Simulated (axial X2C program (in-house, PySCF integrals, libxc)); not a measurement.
AlSi⁻: from Re and ωe to a spectrum

A bond curve at the CCSD(T) level, with spin–orbit coupling, was computed with an in-house relativistic program for diatomic molecules (basis Si dyall-av3z [9s8p3d2f], Al dyall-av3z [9s9p3d2f] (cores contracted in-house)) for the state Ω = 1 (⟨Sz⟩ = 1.00, ⟨Lz⟩ = 0.00 at HF). Its fit gives Re = 2.4416 Å, ωe = 393.5 cm⁻¹, ωexe = 1.69 cm⁻¹ and αe = 1.295e-03 cm⁻¹; the masses are 27.9769 and 26.9815 u. Two-component means X2C with spin–orbit coupling and atomic mean-field Coulomb and Gaunt terms.

Correlated methods: 8 electrons correlated (number of frozen shells: Si 2 s, 1 p; Al 2 s, 1 p), 204 virtual spin orbitals or spinors in MP2, 90 natural virtuals in coupled cluster.

Problem. Find the reduced mass, Be and the force constant.

Solution. From the CCSD(T) values: μ = 13.7351 u. Be = 16.8576/(μ Re²) = 0.2059 cm⁻¹. k = 5.8918×10⁻⁷ μ ωe² = 1.25 mdyn/Å.

Problem. A Morse curve ties αe to the other constants (Pekeris). How well does that hold?

Solution. αe(Morse) = 6Be²/ωe × (√(ωexe/Be) − 1) = 1.205e-03 cm⁻¹; the CCSD(T) curve gives 1.295e-03 cm⁻¹, a ratio of 0.93.

Problem. Estimate the centrifugal constant by the Kratzer relation.

Solution. D = 4Be³/ωe² = 2.25e-07 cm⁻¹.

Problem. Estimate De from a Morse curve and compare with the computed well depth of 2.337 eV to Si- + Al.

Solution. De(Morse) = ωe²/(4ωexe) = 2.840 eV against 2.337 eV computed, a ratio of 1.22. The extrapolation overshoots: the well softens faster than a Morse curve, or the lowest atomic limit lies below the one to which the curve heads.

Problem. Where do the fundamental and the first overtone lie?

Solution. ν(1←0) = ωe − 2ωexe = 390.1 cm⁻¹; ν(2←0) = 2ωe − 6ωexe = 776.9 cm⁻¹.

Occupations by symmetry block were frozen at the best pattern of an incomplete PBE0 search. De is counted from the lowest determinant-based energies of the atoms at the same level, without counterpoise correction. CCSD and (T) use frozen natural virtuals with an MP2 correction for the truncation; (T) itself is uncorrected, so its De runs slightly low. Other states lie close and PBE0, whose exact exchange favours high spin, may order them wrongly; the determinant shown need not be the ground state. The nearest other 2c determinant of the search, Ω = 2, lies 0.12 eV up at the distance of the search. With several unpaired electrons one determinant need not be a pure state. Open-shell Ω = 0 determinants with evenly filled partner blocks cannot be reached by this program, so the Ω shown need not be the lowest component. This is the Ω = 1 component of a π² triplet; the 0⁺ component is not one determinant and can lie lowest.
